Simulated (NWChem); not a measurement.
**Extrapolating the UMP2 correlation energy of HO**

```xyz
2

O      0.0000     0.0000     0.1085
H      0.0000     0.0000    -0.8679
```
Charge 0, spin multiplicity 2.

The numbers come from NWChem runs, not from measurements. Structure: optimised with UPBE0/def2-SVP, a minimum by its harmonic frequencies.

The correlated methods keep 1 core orbital frozen. The structure started from a generated list of species. The unpaired electrons of the parent sit in orbitals of symmetry b1 (C2v labels of the run); other states weren't searched. No SCF solution was tested for a lower state. Open-shell Hartree-Fock references start from PBE0 orbitals.

Worked example. The UMP2 correlation energy is -199.86 mHa in cc-pVTZ and -217.88 mHa in cc-pVQZ. The form E(X) = E∞ + A/X³ turns the pair into an estimate of the basis-set limit.

E∞ = (4³·(-217.88) − 3³·(-199.86))/(4³ − 3³) = -231.0 mHa. The larger basis holds 94 % of that. This is a two-point estimate.
